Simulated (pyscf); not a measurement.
**Four-centre exchange: H₂Ga–SeH + hydrogen fluoride (HF) → F–GaH–SeH + hydrogen (H₂)**

Gas phase, singlet surface, charge 0. Bonds broken: Ga2–H4, F6–H7. Bonds formed: Ga2–F6, H4–H7. PySCF, gas phase, ωB97X-D3(BJ)/def2-SVP geometries.

Transition state (Å):

```xyz
7

Se     0.1201    -1.8450     0.6866
Ga    -1.0466     0.1214     0.4092
H      0.6046    -1.8261    -0.6970
H     -1.7442     0.2303    -1.2229
H     -1.8846     0.8669     1.4760
F     -0.0356     1.4063    -0.7373
H     -0.9551     0.8935    -1.2739
```

One imaginary mode, 1073i cm⁻¹; descent along it reached the two sides named, in the forms told below.

```
bond    change  reactant side (Å)  saddle  product side
------  ------  -----------------  ------  ------------
Ga2–H4  breaks              1.566   1.778           2.7
F6–H7   breaks              0.930   1.182         2.488
Ga2–F6   forms              2.315   1.997         1.762
H4–H7    forms                2.9   1.032         0.762
```

Electronic energies relative to the separated reactants (kJ/mol):

```csv
level,barrier,reaction energy,reverse barrier
ωB97X-D3(BJ)/def2-TZVP,29.4,-78.7,108.2
PBE/def2-TZVP,14.8,-76.7,91.5
r²SCAN/def2-TZVP,13.0,-84.5,97.5
B3LYP-D3(BJ)/def2-TZVP,30.0,-79.6,109.6
PBE0-D3(BJ)/def2-TZVP,25.6,-70.0,95.6
M06-2X/def2-TZVP,24.1,-92.3,116.4
ωB97M-D3(BJ)/def2-TZVP,34.1,-73.9,107.9
HF/def2-TZVP,88.5,-71.8,160.2
```

With ωB97M-D3(BJ)/def2-TZVP energies and thermal terms (ideal gas, 1 atm, RRHO with modes under 100 cm⁻¹ raised to 100, one conformer, R ln 2 for chiral ones without a mode under 150 cm⁻¹), in kJ/mol:

| T (K) | ΔH‡ | ΔG‡ | ΔH | ΔG |
|---|---|---|---|---|
| 298 | 29.4 | 70.3 | -82.0 | -76.8 |
| 600 | 27.7 | 112.6 | -79.6 | -72.4 |
| 900 | 28.4 | 155.0 | -77.9 | -69.2 |
| 1200 | 30.0 | 197.0 | -76.8 | -66.5 |

On the reactant side the descent ends in a complex (not fully relaxed), 24.8 kJ/mol under the separated species and 54.2 kJ/mol under the saddle at ωB97X-D3(BJ)/def2-TZVP. At the saddle there is also a short Ga–H contact that neither side keeps. The same reactants have a lower exit, to H₂Se + F–GaH₂ (highest point, the separated products, at +7.0 kJ/mol at ωB97M-D3(BJ)/def2-TZVP, against +34.1 kJ/mol here). One saddle was located; it need not be the lowest between these sides. Elements up to Kr have no core potential and no relativistic terms here.
